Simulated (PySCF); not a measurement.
# H2O4S (Sulfuric acid): the cost of one run

Programs: PySCF 2.14.0, with density-fitted response routines of our own. Each step states its level of theory. These are calculated values for one molecule in the gas phase, unless marked as measured. Atoms are numbered from 0 throughout.

## Step 1: The molecule as given

7 atoms, charge 0, multiplicity 1; geometry from: MMFF94s. The atoms were then displaced at random by about 0.03 Å, so the start is not that level's minimum.

Bonds of the start (Å): O0–S1 1.41, S1–O2 1.45, S1–O3 1.67, S1–O4 1.61, O3–H5 0.98, O4–H6 0.96.

## Step 2: Relaxing the molecule at PBE0-D3(BJ)/def2-SVP

Job settings and geometry (Å):

```
{"job": {"xc": "PBE0", "basis": "def2-SVP", "d3": "d3bj", "grid": 1, "shake": 0.03, "kind": "geom"}, "charge": 0, "multiplicity": 1}
O     -0.910280    -0.512780    -1.316460
S     -0.453250    -0.141230    -0.033970
O     -1.260290    -0.206140     1.166220
O      0.300020     1.350740    -0.088910
O      0.871700    -1.047920     0.114770
H      0.283990     1.664050     0.840390
H      1.259970    -1.208720    -0.750580
```

Launch:

```bash
$ OMP_NUM_THREADS=1 python probes_run.py task.json out
```

The driver reads the jobs from task.json and runs them one after another.

Q: Estimate the wall time and peak memory of this first job on 1 thread of AMD EPYC 7R13, shared host.

About 15 s, with a peak of 0.35 GiB.
